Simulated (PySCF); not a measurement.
Below is a simulated gas-phase C 1s photoelectron spectrum of `F[C@@H]1C[C@@H]1F`.

Every computed line was given a Gaussian of 1.0 eV full width at half maximum and an area set by the number of equivalent atoms; the highest printed point is 100. Theory: delta-SCF UKS SCAN, pcX-2 on the ionised atom, pcseg-1 elsewhere, spin-free X2C in PySCF.

```json
{"binding energy (eV)": "289.9", "intensity": "0"}
{"binding energy (eV)": "290.0", "intensity": "0"}
{"binding energy (eV)": "290.1", "intensity": "1"}
{"binding energy (eV)": "290.2", "intensity": "1"}
{"binding energy (eV)": "290.3", "intensity": "2"}
{"binding energy (eV)": "290.4", "intensity": "4"}
{"binding energy (eV)": "290.5", "intensity": "6"}
{"binding energy (eV)": "290.6", "intensity": "10"}
{"binding energy (eV)": "290.7", "intensity": "15"}
{"binding energy (eV)": "290.8", "intensity": "20"}
{"binding energy (eV)": "290.9", "intensity": "27"}
{"binding energy (eV)": "291.0", "intensity": "34"}
{"binding energy (eV)": "291.1", "intensity": "41"}
{"binding energy (eV)": "291.2", "intensity": "46"}
{"binding energy (eV)": "291.3", "intensity": "50"}
{"binding energy (eV)": "291.4", "intensity": "50"}
{"binding energy (eV)": "291.5", "intensity": "48"}
{"binding energy (eV)": "291.6", "intensity": "43"}
{"binding energy (eV)": "291.7", "intensity": "37"}
{"binding energy (eV)": "291.8", "intensity": "30"}
{"binding energy (eV)": "291.9", "intensity": "23"}
{"binding energy (eV)": "292.0", "intensity": "17"}
{"binding energy (eV)": "292.1", "intensity": "12"}
{"binding energy (eV)": "292.2", "intensity": "9"}
{"binding energy (eV)": "292.3", "intensity": "7"}
{"binding energy (eV)": "292.4", "intensity": "7"}
{"binding energy (eV)": "292.5", "intensity": "9"}
{"binding energy (eV)": "292.6", "intensity": "14"}
{"binding energy (eV)": "292.7", "intensity": "21"}
{"binding energy (eV)": "292.8", "intensity": "30"}
{"binding energy (eV)": "292.9", "intensity": "42"}
{"binding energy (eV)": "293.0", "intensity": "56"}
{"binding energy (eV)": "293.1", "intensity": "70"}
{"binding energy (eV)": "293.2", "intensity": "83"}
{"binding energy (eV)": "293.3", "intensity": "94"}
{"binding energy (eV)": "293.4", "intensity": "100"}
{"binding energy (eV)": "293.5", "intensity": "100"}
{"binding energy (eV)": "293.6", "intensity": "95"}
{"binding energy (eV)": "293.7", "intensity": "85"}
{"binding energy (eV)": "293.8", "intensity": "73"}
{"binding energy (eV)": "293.9", "intensity": "59"}
{"binding energy (eV)": "294.0", "intensity": "45"}
{"binding energy (eV)": "294.1", "intensity": "32"}
{"binding energy (eV)": "294.2", "intensity": "22"}
{"binding energy (eV)": "294.3", "intensity": "14"}
{"binding energy (eV)": "294.4", "intensity": "9"}
{"binding energy (eV)": "294.5", "intensity": "5"}
{"binding energy (eV)": "294.6", "intensity": "3"}
{"binding energy (eV)": "294.7", "intensity": "1"}
{"binding energy (eV)": "294.8", "intensity": "1"}
{"binding energy (eV)": "294.9", "intensity": "0"}
```

Question: How many maxima does the curve show, and how many computed lines lie under it?

Answer: The curve has 2 maxima (at 291.4 and 293.5 eV). Under it lie 2 lines from 2 inequivalent carbon sites.

Question: Decompose the envelope and assign each component. Numbering: `[F:1][C@@H:2]1[CH2:3][C@@H:4]1[F:5]`.

Answer: 
```tsv
position (eV)	relative area	line	atoms	environment
291.37	1	C 1s	C3	three-membered-ring carbon
293.46	2	C 1s	C2/C4	sp3 C–F carbon
```

Question: What are the centre and the root-mean-square width of the whole band?

Answer: The area-weighted mean of the lines is 292.76 eV. Their own spread about it is 0.99 eV (rms) and each Gaussian has σ = 1.0/2.355 = 0.42 eV; the variances add, which gives 1.07 eV.

The listed C 1s values span 2.09 eV, from C3 (bonded to 2 C and 2 H) to C2/C4 (bonded to F, 2 C and H).

The curve has no shake-up lines and no vibrational structure. Atoms equivalent by their bonding share one computed value, that of the first of them. Geometry: PBE0-D3(BJ)/def2-SVP; no solvent, vibrations or thermal averaging.

Hardware: one thread, x86-64 server, shared host. Cost: 11 s wall.
